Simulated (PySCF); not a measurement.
# Excitation energies in several basis sets

Species: hydrogen isocyanide, CHN.
Bonds: C1–N2 (triple). Hydrogens: H3 on N2.

TDDFT with PBE0 (PySCF), vertical singlets, core orbitals frozen in the response, spherical d and f functions. Isolated species at its PBE0-D3(BJ)/def2-SVP geometry, gas phase.

```json
{"basis": "6-31G*", "functions": "30", "diffuse": "no", "S1 (eV)": "8.51", "S2 (eV)": "8.51", "S3 (eV)": "8.64", "S4 (eV)": "9.04", "S5 (eV)": "9.04", "LUMO (eV)": "1.03", "α (au)": "12.5"}
{"basis": "def2-SVP", "functions": "33", "diffuse": "no", "S1 (eV)": "8.36", "S2 (eV)": "8.36", "S3 (eV)": "8.61", "S4 (eV)": "9.01", "S5 (eV)": "9.01", "LUMO (eV)": "0.73", "α (au)": "13.4"}
{"basis": "6-31+G*", "functions": "38", "diffuse": "yes", "S1 (eV)": "8.25", "S2 (eV)": "8.25", "S3 (eV)": "8.50", "S4 (eV)": "8.51", "S5 (eV)": "8.85", "LUMO (eV)": "0.30", "α (au)": "15.9"}
{"basis": "def2-SVPD", "functions": "48", "diffuse": "yes", "S1 (eV)": "8.11", "S2 (eV)": "8.11", "S3 (eV)": "8.48", "S4 (eV)": "8.84", "S5 (eV)": "8.84", "LUMO (eV)": "0.35", "α (au)": "17.2"}
{"basis": "aug-cc-pVDZ", "functions": "55", "diffuse": "yes", "S1 (eV)": "8.09", "S2 (eV)": "8.09", "S3 (eV)": "8.11", "S4 (eV)": "8.41", "S5 (eV)": "8.75", "LUMO (eV)": "-0.17", "α (au)": "18.0"}
{"basis": "def2-TZVP", "functions": "68", "diffuse": "no", "S1 (eV)": "8.24", "S2 (eV)": "8.24", "S3 (eV)": "8.48", "S4 (eV)": "8.83", "S5 (eV)": "8.83", "LUMO (eV)": "0.40", "α (au)": "16.2"}
{"basis": "def2-TZVPD", "functions": "83", "diffuse": "yes", "S1 (eV)": "8.13", "S2 (eV)": "8.13", "S3 (eV)": "8.42", "S4 (eV)": "8.55", "S5 (eV)": "8.76", "LUMO (eV)": "0.26", "α (au)": "18.2"}
{"basis": "aug-cc-pVTZ", "functions": "115", "diffuse": "yes", "S1 (eV)": "8.08", "S2 (eV)": "8.08", "S3 (eV)": "8.12", "S4 (eV)": "8.41", "S5 (eV)": "8.73", "LUMO (eV)": "-0.19", "α (au)": "18.3"}
```

**Question.** How much do these states and the polarisability depend on the basis?

**Answer.** States are compared by their number. Against the largest diffuse basis here (aug-cc-pVTZ, itself not a converged limit), sets without diffuse functions differ by up to 0.43 eV in S1 and 0.31 eV in S5; the smaller diffuse sets differ by up to 0.17 and 0.12 eV. State by state, the largest deviation of a set without diffuse functions is S1 0.43, S2 0.43, S3 0.52, S4 0.63, S5 0.31 eV. The same number needn't mean the same state in each row. Against aug-cc-pVTZ the polarisability deviates by -32% in 6-31G*, -27% in def2-SVP, -14% in 6-31+G*, -6% in def2-SVPD, -2% in aug-cc-pVDZ, -12% in def2-TZVP, -1% in def2-TZVPD. A single + in a Pople set puts diffuse functions on heavy atoms only.
